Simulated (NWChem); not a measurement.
System: difluoromethane (CH$_{2}$F$_{2}$); SMILES FCF

Excerpt of the output:

```
             Northwest Computational Chemistry Package (NWChem) 7.3.0
             --------------------------------------------------------

 C2V symmetry detected

                             Geometry "geometry" -> ""
                             -------------------------

 Output coordinates in angstroms (scale by  1.889725989 to convert to a.u.)

  No.       Tag          Charge          X              Y              Z
 ---- ---------------- ---------- -------------- -------------- --------------
    1 F                    9.0000     1.09761000     0.00000000    -0.28896238
    2 C                    6.0000     0.00000000     0.00000000     0.49928762
    3 F                    9.0000    -1.09761000     0.00000000    -0.28896238
    4 H                    1.0000     0.00000000     0.91182900     1.10279862
    5 H                    1.0000     0.00000000    -0.91182900     1.10279862

 Effective nuclear repulsion energy (a.u.)      77.4731869342

      Symmetry information
      --------------------

 Group name             C2v
 Group number             16
 Group order               4
 No. of unique centers     3

                                 NWChem DFT Module
                                 -----------------

 Summary of "ao basis" -> "ao basis" (spherical)
 ------------------------------------------------------------------------------
       Tag                 Description            Shells   Functions and Types
 ---------------- ------------------------------  ------  ---------------------
 F                          def2-svp                 6       14   3s2p1d
 C                          def2-svp                 6       14   3s2p1d
 H                          def2-svp                 3        5   2s1p

      Symmetry analysis of basis
      --------------------------

        a1         21
        a2          6
        b1         14
        b2         11

            General Information
            -------------------
          SCF calculation type: DFT
          Wavefunction type:  closed shell.
          No. of atoms     :     5
          No. of electrons :    26
           Alpha electrons :    13
            Beta electrons :    13
          Charge           :     0
          Spin multiplicity:     1
          Use of symmetry is: on ; symmetry adaption is: on
          Maximum number of iterations: 150
          AO basis - number of functions:    52
                     number of shells:    24
          Convergence on energy requested:  1.00D-06
          Convergence on density requested:  1.00D-05
          Convergence on gradient requested:  5.00D-04

              XC Information
              --------------
                        Slater Exchange Functional  1.000 local
                      VWN V Correlation Functional  1.000 local

             Grid Information
             ----------------
          Grid used for XC integration:  medium
          Radial quadrature: Mura-Knowles
          Angular quadrature: Lebedev.
          Tag              B.-S. Rad. Rad. Pts. Rad. Cut. Ang. Pts.
          ---              ---------- --------- --------- ---------
          F                   0.50       49           7.0       434
          C                   0.70       49           6.0       434
          H                   0.35       45           7.0       434
          Grid pruning is: on
          Number of quadrature shells:   143
          Spatial weights used:  Erf1

      Superposition of Atomic Density Guess
      -------------------------------------

 Sum of atomic energies:        -237.20839128

      Non-variational initial energy
      ------------------------------

 Total energy =    -238.055974
 1-e energy   =    -483.374115
 2-e energy   =     167.844954
 HOMO         =      -0.391812
 LUMO         =       0.162209

      Symmetry analysis of molecular orbitals - initial
      -------------------------------------------------

  Numbering of irreducible representations:

     1 a1          2 a2          3 b1          4 b2

  Orbital symmetries:

     1 a1          2 b1          3 a1          4 a1          5 b1
     6 a1          7 b1          8 a1          9 b2         10 a2
    11 b1         12 a1         13 b2         14 a1         15 b1
    16 b2         17 a1         18 a1         19 b1         20 b2
    21 a1         22 a1         23 b2

     ---------------------------------------------
      Total Density - Mulliken Population Analysis
     ---------------------------------------------

    Atom       Charge   Shell Charges
 -----------   ------   -------------------------------------------------------
    1 F    9     9.44   1.99  1.14  0.77  3.46  2.07  0.00
    2 C    6     5.15   1.99  0.87  0.21  1.48  0.50  0.09
    3 F    9     9.44   1.99  1.14  0.77  3.46  2.07  0.00
    4 H    1     0.99   0.73  0.24  0.02
    5 H    1     0.99   0.73  0.24  0.02

   convergence    iter        energy       DeltaE   RMS-Dens  Diis-err
 ---------------- ----- ----------------- --------- --------- ---------
 d= 0,ls=0.0,diis     1   -237.0592206834 -3.15D+02  2.72D-02  1.20D+00
 d= 0,ls=0.0,diis     2   -236.8778990997  1.81D-01  1.71D-02  3.25D+00
 d= 0,ls=0.0,diis     3   -237.1605062064 -2.83D-01  2.39D-03  4.54D-02
 d= 0,ls=0.0,diis     4   -237.1629273453 -2.42D-03  1.26D-03  1.00D-02
 d= 0,ls=0.0,diis     5   -237.1638524808 -9.25D-04  1.77D-04  1.06D-04
  Resetting Diis
 d= 0,ls=0.0,diis     6   -237.1638670595 -1.46D-05  4.55D-06  3.67D-07
 d= 0,ls=0.0,diis     7   -237.1638670847 -2.53D-08  2.95D-06  9.85D-09

         Total DFT energy =     -237.163867084742
      One electron energy =     -484.495061427931
           Coulomb energy =      195.271239348474
    Exchange-Corr. energy =      -25.413231939479
 Nuclear repulsion energy =       77.473186934195

 Numeric. integr. density =       26.000000875066

                  Occupations of the irreducible representations
                  ----------------------------------------------

                     irrep           alpha         beta
                     --------     --------     --------
                     a1                6.0          6.0
                     a2                1.0          1.0
                     b1                4.0          4.0
                     b2                2.0          2.0

                       DFT Final Molecular Orbital Analysis
                       ------------------------------------

 Vector   11  Occ=2.000000D+00  E=-3.532342D-01  Symmetry=a1
              MO Center=  3.9D-15, -5.0D-16, -9.6D-02, r^2= 1.8D+00
   Bfn.  Coefficient  Atom+Function         Bfn.  Coefficient  Atom+Function
  ----- ------------  ---------------      ----- ------------  ---------------
     6      0.436878  1 F  pz                34      0.436878  3 F  pz
     9     -0.300217  1 F  pz                37     -0.300217  3 F  pz
    20      0.164972  2 C  pz                43      0.145824  4 H  s
    48      0.145824  5 H  s                 17      0.094229  2 C  s
     4      0.074313  1 F  px                32     -0.074313  3 F  px

 Vector   12  Occ=2.000000D+00  E=-3.392749D-01  Symmetry=b1
              MO Center=  2.7D-16,  6.0D-16, -2.5D-01, r^2= 1.7D+00
   Bfn.  Coefficient  Atom+Function         Bfn.  Coefficient  Atom+Function
  ----- ------------  ---------------      ----- ------------  ---------------
     4      0.390148  1 F  px                32      0.390148  3 F  px
     6      0.298777  1 F  pz                34     -0.298777  3 F  pz
     7     -0.261519  1 F  px                35     -0.261519  3 F  px
     9     -0.191861  1 F  pz                37      0.191861  3 F  pz
    21     -0.120572  2 C  px                 3      0.048587  1 F  s

 Vector   13  Occ=2.000000D+00  E=-2.845390D-01  Symmetry=b2
              MO Center= -1.5D-14, -2.5D-16,  2.4D-01, r^2= 1.9D+00
   Bfn.  Coefficient  Atom+Function         Bfn.  Coefficient  Atom+Function
  ----- ------------  ---------------      ----- ------------  ---------------
     5      0.389089  1 F  py                33      0.389089  3 F  py
    19      0.292967  2 C  py                43      0.280215  4 H  s
    48     -0.280215  5 H  s                  8     -0.265036  1 F  py
    36     -0.265036  3 F  py                44      0.196263  4 H  s
    49     -0.196263  5 H  s                 25      0.033238  2 C  d -1

 Vector   14  Occ=0.000000D+00  E= 4.970492D-02  Symmetry=a1
              MO Center=  2.2D-17, -5.1D-16,  1.2D+00, r^2= 3.6D+00
   Bfn.  Coefficient  Atom+Function         Bfn.  Coefficient  Atom+Function
  ----- ------------  ---------------      ----- ------------  ---------------
    17      1.666692  2 C  s                 44     -1.403657  4 H  s
    49     -1.403657  5 H  s                 23      0.814105  2 C  pz
    20      0.345717  2 C  pz                16      0.264734  2 C  s
    15     -0.110364  2 C  s                  3      0.097659  1 F  s
    31      0.097659  3 F  s                 43     -0.081359  4 H  s

 Vector   15  Occ=0.000000D+00  E= 7.524378D-02  Symmetry=b1
              MO Center=  3.3D-16,  1.0D-17,  5.9D-01, r^2= 1.8D+00
   Bfn.  Coefficient  Atom+Function         Bfn.  Coefficient  Atom+Function
  ----- ------------  ---------------      ----- ------------  ---------------
    21      1.071795  2 C  px                 3     -0.545810  1 F  s
    31      0.545810  3 F  s                 18      0.522405  2 C  px
     9     -0.298648  1 F  pz                37      0.298648  3 F  pz
     6      0.260700  1 F  pz                34     -0.260700  3 F  pz
     7      0.146222  1 F  px                35      0.146222  3 F  px

[...]
```

Level: LDA (Slater exchange, VWN5)/def2-SVP. All runs use the structure optimised with PBE0-D3(BJ)/def2-TZVP.

Task: Write an input that gives this output.

Result: One answer among several that fit: the input that was run:
```
start job
memory heap 200 mb stack 900 mb global 1100 mb
geometry units angstroms noautoz
  F      1.097610     0.000000    -0.288676
  C      0.000000     0.000000     0.499574
  F     -1.097610     0.000000    -0.288676
  H      0.000000     0.911829     1.103085
  H      0.000000    -0.911829     1.103085
end
basis spherical
  * library def2-svp
end
dft
  xc slater vwn_5
  iterations 150
  mulliken
end
task dft energy
```
